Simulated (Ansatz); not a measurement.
A relaxation, step by step

CH7OSi, doublet, PBE0-D4/def2-TZVP (Ansatz 0.2.0). Settings:

```yaml
hamiltonian: {xc: pbe0, dispersion: d4}
relax: {f_tol: 0.005, max_steps: 200}
```

Start, a step off a saddle point along its unstable mode:

```xyz
10
angstrom
H 0.2151 0.3219 -0.7895
Si 1.3910 0.8802 -0.7884
O -1.3634 -0.7804 -0.5157
C -1.4005 -0.8920 0.8410
H 2.4610 -0.0568 -1.3170
H 1.7525 1.2762 0.6038
H 1.3129 2.0889 -1.6855
H -1.4355 0.0794 1.3313
H -0.5849 -1.5150 1.2977
H -2.3481 -1.4022 1.0223
```

```csv
step,energy less the last (meV),largest force component (eV/Å)
1,591.5,4.848
6,68.4,0.013
11,66.8,0.058
16,61.4,0.134
21,59.0,0.036
26,57.6,0.228
31,52.9,0.062
36,44.9,0.119
41,26.0,0.208
46,9.1,0.108
51,3.5,0.131
56,0.9,0.016
61,0.5,0.017
66,0.4,0.016
71,0.2,0.029
76,0.0,0.004
78,0.0,0.005
```

Step 46, positions (Å) and forces (eV/Å):

```
atom       x       y       z      Fx      Fy      Fz
  H1   0.318   1.213  -2.022   0.013  -0.005   0.004
 Si2   1.351   0.923  -0.999   0.020   0.011   0.004
  O3  -1.236  -0.648  -0.285  -0.016  -0.013   0.034
  C4  -1.349  -0.913   1.041  -0.022  -0.033   0.034
  H5   1.742  -0.509  -1.031  -0.013   0.023   0.000
  H6   0.860   1.288   0.354  -0.004  -0.008  -0.002
  H7   2.556   1.753  -1.283  -0.020  -0.024  -0.005
  H8  -2.284  -0.489   1.450   0.090  -0.041  -0.033
  H9  -0.477  -0.608   1.639  -0.068  -0.018  -0.021
 H10  -1.482  -2.011   1.136   0.020   0.108  -0.016
```

Step 56, positions (Å) and forces (eV/Å):

```tsv
atom	x	y	z	Fx	Fy	Fz
H1	0.378	1.264	-2.049	-0.001	-0.001	0.001
Si2	1.322	0.881	-0.974	0.001	0.005	-0.003
O3	-1.409	-0.385	-0.244	0.000	-0.002	0.010
C4	-1.348	-0.866	1.023	0.000	0.011	-0.016
H5	1.473	-0.595	-0.907	0.000	0.004	0.002
H6	0.866	1.405	0.339	0.000	-0.002	-0.002
H7	2.654	1.476	-1.271	-0.001	-0.005	0.002
H8	-2.333	-0.933	1.505	-0.005	-0.001	0.004
H9	-0.619	-0.339	1.656	0.003	0.000	0.003
H10	-0.983	-1.907	0.923	0.004	-0.007	0.000
```

Step 71, positions (Å) and forces (eV/Å):

```csv
atom,x,y,z,Fx,Fy,Fz
H1,0.415,1.169,-2.107,0.001,-0.004,0.005
Si2,1.306,0.892,-0.956,-0.004,0.005,-0.005
O3,-1.462,-0.271,-0.196,0.006,-0.005,0.012
C4,-1.327,-0.880,1.007,0.014,-0.010,0.006
H5,1.434,-0.570,-0.729,-0.003,0.007,0.001
H6,0.800,1.554,0.274,0.002,-0.006,-0.004
H7,2.659,1.436,-1.255,0.002,-0.002,0.003
H8,-2.270,-0.934,1.571,0.015,-0.002,-0.005
H9,-0.509,-0.469,1.617,-0.024,-0.012,-0.019
H10,-1.046,-1.928,0.774,-0.009,0.029,0.007
```

Last step (78):

H1  (0.432, 1.110, -2.131)
Si2  (1.303, 0.905, -0.951)
O3  (-1.464, -0.229, -0.171)
C4  (-1.320, -0.894, 1.002)
H5  (1.439, -0.542, -0.643)
H6  (0.769, 1.625, 0.233)
H7  (2.658, 1.444, -1.253)
H8  (-2.236, -0.899, 1.609)
H9  (-0.446, -0.570, 1.585)
H10  (-1.133, -1.949, 0.719)
(Å)

The run took about 4.4 min on 4 CPU threads of an AMD EPYC 7R43 (shared host).
